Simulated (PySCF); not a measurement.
Species: C4H2Cl2.
Structure used (PBE0-D3(BJ)/def2-SVP), in Å, numbered top down from 1:
```
atom  x, y, z in Å
Cl1    2.2356    1.5143    0.0500
C2     1.3747    0.0147   -0.1196
C3     0.1187   -0.1148    0.2899
C4    -1.0999   -0.8803    0.4865
C5    -1.0860    0.3790    0.8810
Cl6   -1.8936    1.6677    1.5790
H7     1.9391   -0.7951   -0.5807
H8    -1.6219   -1.8266    0.3704
```

Probes without a nucleus sit at each ring's centroid and 1 Å off its mean plane on both sides; NICS is minus the shielding there, NICSzz its component along the normal. Level: GIAO HF/pcSseg-2 (PySCF, non-relativistic, gas phase) on the PBE0-D3(BJ)/def2-SVP geometry, one conformer.

Ring bond lengths (Å): C3–C4 1.452, C4–C5 1.320, C5–C3 1.430.

**Question.** Give the NICS values of each ring in ppm.

**Answer.** 
```tsv
ring	type	NICS(0)	NICS(1), two faces	NICS(1)zz, two faces	rms pucker (Å)	centre to ring atoms, mean (Å)
C3–C4–C5	3-membered carbocycle; formal bonds 1 double, 2 single	-28.2	-8.5 / -8.6	-13.1 / -13.2	0.00	0.81
```

**Question.** What can be read from them?

**Answer.** 
- C3–C4–C5: mean NICS(1)zz -13.2 ppm, shielded. NICS(0) lies 20 ppm below the mean NICS(1).

**Question.** What does the geometric index give? HOMA takes Krygowski's 1993 parameters.

**Answer.** 
- C3–C4–C5: HOMA 0.09 = 1 − EN − GEO, with mean bond length 1.401 Å, EN = α(Ropt − mean)² = 0.042 and GEO = α × variance = 0.867.

**Question.** At the second NICS(1) probe listed for ring C3–C4–C5, 1 Å off the ring, how large is the induced field along the normal in 9.4 T applied along it?

**Answer.** NICSzz × B0 = -13.2 ppm × 9.4 T = -124 μT, against the applied field.

**Question.** How do the values depend on the level or the medium?

**Answer.** 
| level | NICS(0), C3–C4–C5 | mean NICS(1)zz, C3–C4–C5 |
| --- | --- | --- |
| HF/pcSseg-2, gas | -28.2 | -13.2 |
| PBE0/pcSseg-1, gas | -25.1 | -9.2 |

The geometry is the same throughout.

The run took 19 s wall on an x86-64 server with one thread, on a shared host. This is the whole shielding run at HF/pcSseg-2, SCF included.
